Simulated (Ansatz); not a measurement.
# B₂ (triplet): PBE, r2SCAN over a scan of the distance B1–B2, cc-pVDZ

How well do these functionals follow the top wave-function level for B₂ (triplet) over a scan of the distance B1–B2?

The runs use Ansatz 0.2.0, Gaussian basis; cc-pVDZ, all electrons in the functionals.

To be run: PBE, r2SCAN, at 1.280 Å; 1.432 Å; 1.562 Å; 1.695 Å; 1.948 Å; 2.129 Å; 2.531 Å; 2.897 Å; 3.501 Å; 4.237 Å; 5.287 Å.

16 further runs of the same task are left out: 8 that didn't finish, 8 set aside as unsound or not needed.

**1. The system**

The geometry derives from a PBE0/def2-TZVP stationary point (not a proven minimum). One bond is set to the value named and the two fragments are kept rigid.

2 atoms, charge 0, spin multiplicity 3.

Atoms are counted from 1 here; the program's logs count them from 0.

Bond lengths: B1–B2 1.562 Å.

No dispersion term is added.

The geometry shown and the zero of energy belong to the point 1.562 Å. The yardstick, FCI, and other wave-function levels (R restricted, U unrestricted, valence and pair active spaces) come from earlier runs.

**2. PBE, 1.280 Å**

in.yaml reads:

```yaml
crystal:
  periodic: [false, false, false]
  atoms:
    - {symbol: B, position_ang: [0.000000, 0.000000, 0.000000]}
    - {symbol: B, position_ang: [0.000000, 0.000000, 1.280000]}
basis:
  gaussian: {orbitals: cc-pVDZ}
magnetization: {spin_polarized: true, initial_magnetization: 2}
hamiltonian: {xc: {name: PBE}}
output: {orbitals: {seedname: orbitals}}
```

Started as:

```console
$ ansatz run in.yaml --threads 1 --pin off --events-out ev --progress --plain --max-ram 2393MiB
```

The runs that follow: PBE, 1.432 Å; PBE, 1.562 Å; PBE, 1.695 Å; PBE, 1.948 Å; PBE, 2.129 Å; PBE, 2.531 Å; PBE, 2.897 Å; PBE, 3.501 Å; PBE, 4.237 Å; PBE, 5.287 Å; r2SCAN, 1.280 Å; r2SCAN, 1.432 Å; r2SCAN, 1.562 Å; r2SCAN, 1.695 Å; r2SCAN, 1.948 Å; r2SCAN, 2.129 Å; r2SCAN, 2.531 Å; r2SCAN, 2.897 Å; r2SCAN, 3.501 Å; r2SCAN, 4.237 Å; r2SCAN, 5.287 Å.

Before running them: what should the planned runs give, taken together? Wanted: span of the FCI curve; largest miss, PBE; largest miss, r2SCAN; largest miss, RCCSD(T); largest miss, UCCSD(T).

As calculated:

| quantity | value |
| --- | --- |
| span of the FCI curve | 245.0 kJ/mol |
| largest miss, PBE | +81.2 kJ/mol (5.287 Å) |
| largest miss, r2SCAN | +87.0 kJ/mol (5.287 Å) |
| largest miss, RCCSD(T) | -11.1 kJ/mol (1.280 Å) |
| largest miss, UCCSD(T) | -18.5 kJ/mol (5.287 Å) |

What this shows: Of the functionals, PBE keep the smallest largest miss at the points compared (at most 81.2 kJ/mol) and r2SCAN strays most (87.0 kJ/mol, at 5.287 Å). PBE, r2SCAN clearly break the spin symmetry at some points (⟨S²⟩ up to 0.86 above the pure value), so energy there is bought with a mixed spin. Functionals and the yardstick converge differently with the basis, so part of each miss in cc-pVDZ is the basis.
